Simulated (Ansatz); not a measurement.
Consider the substitution at a C–C bond: `CCC(C)C(C)C` + `CC(O)(F)F` → `COC(C)(F)F` + `CCC(C)CC`.

Gas-phase electronic energies from Ansatz, PBE0-D4/def2-TZVP geometries. CCSD(T)/CBS is the MP2 limit (def2-TZVPP, def2-QZVPP) plus CCSD(T) − MP2 in def2-TZVPP, frozen cores. Functionals use def2-TZVPP. B3LYP here is the variant with VWN-RPA as its local correlation; programs differ in this. Each species was taken in one conformer, which may not be the lowest.

```tsv
level	ΔE (kcal/mol)	difference from CCSD(T)/CBS
r2SCAN-D4	13.9	-1.1
PBE0-D4	14.5	-0.5
B3LYP-D4	13.0	-2.0
ωB97X-V	13.6	-1.4
ωB97M-V	14.4	-0.6
B2PLYP	13.3	-1.7
B3LYP	12.0	-3.0
SCS-MP2/def2-TZVPP	14.6	-0.4
CCSD/def2-TZVPP	14.3	-0.7
CCSD(T)/def2-TZVPP	14.6	-0.4
CCSD(T)/CBS	15.0	0
```

Largest T1 diagnostic among the species: 0.011.

The D4 term adds +1.1 kcal/mol with B3LYP and +0.6 kcal/mol with PBE0; it sums over pairs of atoms, weighted by their polarisabilities, and B3LYP, whose exchange is more repulsive, gets the larger term. In def2-TZVPP, CCSD(T) changes the Hartree–Fock value by +3.7 kcal/mol (the triples alone add +0.3 kcal/mol) and MP2 by +5.2 kcal/mol.
